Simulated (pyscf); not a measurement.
A first-order saddle from PySCF, ωB97X-D3(BJ)/def2-SVP:

```xyz
7

S      0.2198    -0.4154     1.1056
H     -1.3261    -0.2325     0.7530
H      0.2164    -1.6907     0.6673
Al    -0.7908     0.4796    -0.8919
H     -2.1758     0.0825     0.0326
H     -0.5810     2.0441    -0.8906
H     -0.6114    -0.5405    -2.0856
```
Charge 0, spin multiplicity 1.

Surface: singlet, charge 0. Lowest wavenumbers (cm⁻¹): 1147i, 309, 371, 448, 618.

Task: Which two sides does it connect, and which bonds change?

Result: H₂S + AlH₃ ⇌ H₂Al–SH + H₂, a four-centre exchange read from left to right: H–S, Al–H broken and Al–S, H–H formed. At ωB97M-D3(BJ)/def2-TZVP it lies +0.8 kcal/mol from the left side and +24.9 kcal/mol from the right (each side as separated species at their lowest minima found). On the reactant side the descent ends in an adduct with a Al–S contact, 17.4 kcal/mol under the separated species and 14.9 kcal/mol under the saddle at ωB97X-D3(BJ)/def2-TZVP. What is counted as formed (Al–S) is already present as a longer contact in the reactant adduct; forming that adduct is a step of its own. At ωB97X-D3(BJ)/def2-TZVP the barrier from the zero used here is -2.5 kcal/mol. One saddle was located; it need not be the lowest between these sides.
